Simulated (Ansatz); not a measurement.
**BH₂MgN (SMILES N=[B][MgH]): functionals against CCSD(T) at one geometry**

An exercise on one series of results from a longer session: the logs are not shown, and one member is left open.

Method: single points in def2-TZVPP; program: Ansatz 0.2.0, Gaussian basis.

Cores are frozen in the correlated methods. The outer core shell of Li, Na, Mg and K is correlated.

## Starting geometry

5 atoms, charge 0, spin multiplicity 1.

Atoms are counted from 1 here; the program's logs count them from 0.

Bond lengths: N1–B2 1.230 Å, N1–H4 1.058 Å, B2–Mg3 2.131 Å, Mg3–H5 1.598 Å. Angles: B2–N1–H4 179.3°, N1–B2–Mg3 178.4°, B2–Mg3–H5 178.8°.

As a file:

```
N    -0.9239   -1.4274    0.0137
B    -0.2686   -0.3868    0.0308
Mg    0.8788    1.4082    0.0019
H    -1.4795   -2.3283    0.0070
H     1.7141    2.7700   -0.0368
```

Set-up of the first run:

The input, run/in.yaml:

```yaml
crystal:
  periodic: [false, false, false]
  atoms:
    - {symbol: N, position_ang: [-0.923900, -1.427400, 0.013700]}
    - {symbol: B, position_ang: [-0.268600, -0.386800, 0.030800]}
    - {symbol: Mg, position_ang: [0.878800, 1.408200, 0.001900]}
    - {symbol: H, position_ang: [-1.479500, -2.328300, 0.007000]}
    - {symbol: H, position_ang: [1.714100, 2.770000, -0.036800]}
basis:
  gaussian: {orbitals: def2-TZVPP}
correlation: {method: ccsd_t}
output: {forces: true}
```

The command line of these runs was not kept.

Steps of the session up to this table: CCSD(T)/def2-TZVPP; PBE0-D4/def2-TZVPP; wB97M-V/def2-TZVPP; r2SCAN-D4/def2-TZVPP; PBE-D4/def2-TZVPP; r2SCANh-D4/def2-TZVPP; BLYP-D4/def2-TZVPP.

One of the session's tables, all rows but one given; the rest of the session is left out.

| method | RMS force component (eV/Å) | angle to CCSD(T) forces (°) | dipole (D) |
| --- | --- | --- | --- |
| CCSD(T) | 1.552 | reference | 0.31 |
| PBE0-D4 | 1.351 | 9.8 | 0.23 |
| wB97M-V | 1.325 | 9.7 | 0.15 |
| r2SCAN-D4 | 1.406 | 6.2 | 0.34 |
| PBE-D4 | 1.434 | 3.5 | 0.39 |
| r2SCANh-D4 | ? | ? | ? |
| BLYP-D4 | 1.414 | 2.6 | 0.34 |

**Question.** Estimate the row for r2SCANh-D4.

The run gave: RMS force component (eV/Å): 1.380; angle to CCSD(T) forces (°): 9.2; dipole (D): 0.28. In the column «RMS force component (eV/Å)» it lies between PBE0-D4 (1.351) and r2SCAN-D4 (1.406).
